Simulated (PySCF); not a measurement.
A search over the determinants of MgS

Unrestricted PBE0; basis Mg def2-TZVPP, S def2-TZVPP; no relativity; PySCF 2.14. Outer shells of the fragments: Mg 3s2; S 3s2 3p4.

Followed along the bond (rough minima from three points):

```tsv
2Ms+1	unpaired	⟨S²⟩ at the start	R at minimum (Å)	Te (eV)
1	none	0.00	2.14	0.00
3	σ ↑, π ↑	2.01	2.35	0.16
1	σ ↓, π ↑	1.01	2.34	0.21
3	σ ↑↑	2.01	2.30	1.43
```

Solutions found at the starting distance of 2.340 Å, counted from the lowest of them; the search is not exhaustive and high or unbound solutions are not listed, so other states can lie among these:

```
2Ms+1    unpaired   term  E (eV)  ⟨S²⟩  ⟨Lz²⟩  μ (D)
    3    σ ↑, π ↑     ³Π    0.00  2.01   1.01  -2.85
    1    σ ↓, π ↑  mixed    0.05  1.01   1.01  -2.88
    1        none    ¹Σ⁺    0.07  0.00   0.00  -7.95
    3        σ ↑↑    ³Σ⁺    1.27  2.01   0.00  -3.60
    3        π ↑↑  mixed    2.80  2.01   2.01  -3.23
    1        π ↑↓  mixed    2.93  1.03   2.01  -2.95
    3        π ↑↑  mixed    2.94  2.01   2.01  -3.08
    3        π ↑↑    ³Σ⁻    3.03  2.01   0.00   4.43
    1        π ↑↓  mixed    3.43  1.01   2.03   4.41
    1        none  mixed    4.88  0.00   2.01   4.40
    3  σ ↓, π ↑↑↑  mixed    5.21  3.01   1.01   3.50
```

A term symbol is given only where ⟨S²⟩ and ⟨Lz²⟩ are close to those of a pure state; real π, δ and φ orbitals otherwise mix terms. A positive dipole means Mg(−)S(+).

Task: Compare the gap between the two lowest followed solutions at the starting distance with the gap between their minima.

Result: At PBE0 the second solution (triplet, unpaired electrons σ ↑, π ↑) lies -0.07 eV from the first (singlet, closed shell) at 2.340 Å and +0.16 eV at the minima; the two curves relax by different amounts, since their minima lie near 2.35 and 2.14 Å.

Counting both spins, an empty level lies below a filled one in some of these solutions, because spin and occupation are held.
